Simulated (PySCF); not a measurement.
## Core binding energy against partial charge

Compound: C3H4O3.
Atom-mapped SMILES: `[O:1]=[CH:2][O:3][C@H:4]1[CH2:5][O:6]1`

Binding energies: PySCF 2.14.0, delta-SCF UKS SCAN, pcX-2 on the ionised atom, pcseg-1 elsewhere, spin-free X2C. Charges: PBE0/pcSseg-1 ground-state density, for the ionised atom.

| atom | environment | C 1s (eV) | Mulliken (e) | IAO (e) | Hirshfeld (e) | ESP (e) |
| --- | --- | --- | --- | --- | --- | --- |
| C5 | sp3 carbon bound to oxygen | 292.85 | -0.002 | -0.092 | -0.015 | -0.262 |
| C4 | sp3 carbon bearing two oxygens | 294.34 | +0.250 | +0.237 | +0.089 | +0.240 |
| C2 | ester carbonyl carbon | 295.24 | +0.431 | +0.406 | +0.187 | +0.636 |

Problem. Give the correlation coefficient and slope of binding energy on charge for each scheme.

Solution. IAO: r = 1.00, slope 4.8 eV per e; Mulliken: r = 1.00, slope 5.5 eV per e; ESP: r = 1.00, slope 2.7 eV per e; Hirshfeld: r = 0.99, slope 11.8 eV per e. On 3 points no scheme stands out.

Problem. The point-charge model writes a binding energy as kq + V + constant, with V the potential of the other atoms' charges at the site. What does it give with the ESP charges?

Solution. V = Σ 14.40 eV Å × q/r over all other atoms: +4.03 eV at C5, -3.63 eV at C4, -8.50 eV at C2. Fitting binding energy − V to q gives k = 16.7 eV per e and leaves an rms residual of 0.38 eV, against 0.07 eV for the fit on q alone. The model has no term for differences in relaxation between sites.

The structure is a single PBE0-D3(BJ)/def2-SVP conformer in the gas phase; no vibrational or solvent corrections.

Shape of the structure used: `[O:1]=[CH:2][O:3][C@H:4]1[CH2:5][O:6]1`: O1–C2–O3–C4 -2°, C2–O3–C4–C5 177°.
